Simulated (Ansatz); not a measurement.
System: zinc-blende MgS (metastable phase). Method: B3LYP (VWN-RPA form) (Ansatz, a first-principles code, PAW).

Numerical settings: plane-wave cutoff 460 eV, 8×8×8 k mesh, Fermi–Dirac smearing 0.01 eV, scalar-relativistic PAW data made under PBE.

Pressure at four volumes; x = ln(V/23.146 Å³). One pressure is withheld.

| V (Å³/atom) | x | P (GPa) |
|---|---|---|
| 21.989 | -0.0513 | ? |
| 22.678 | -0.0204 | 1.24 |
| 23.146 | 0.0000 | 0.03 |
| 24.303 | 0.0488 | -2.48 |

### Question
Pass a parabola P(x) through the three rows shown, estimate the bulk modulus and its pressure derivative near zero pressure, and predict the withheld pressure.

### Answer
Slopes between the rows: (0.03 − (1.24))/(0.0000 − (-0.0204)) = -59.31 and (-2.48 − (0.03))/(0.0488 − (0.0000)) = -51.43 GPa. Their difference over the span 0.0692 is c = 7.88/0.0692 = 113.9 GPa, so P(x) = 1.24 + (-59.31)(x − (-0.0204)) + 113.9 (x − (-0.0204))(x − (0.0000)). At the middle row B = −dP/dx = −[-59.31 + 113.9 × 0.0204] = 57.0 GPa, and B′ = dB/dP = 2c/B = 4.0. At x = -0.0513 the parabola gives 3.25 GPa; the run gives 3.25 GPa. The Birch–Murnaghan fit to the energies at all volumes has B0 = 56.6 GPa and B′ = 4.0.
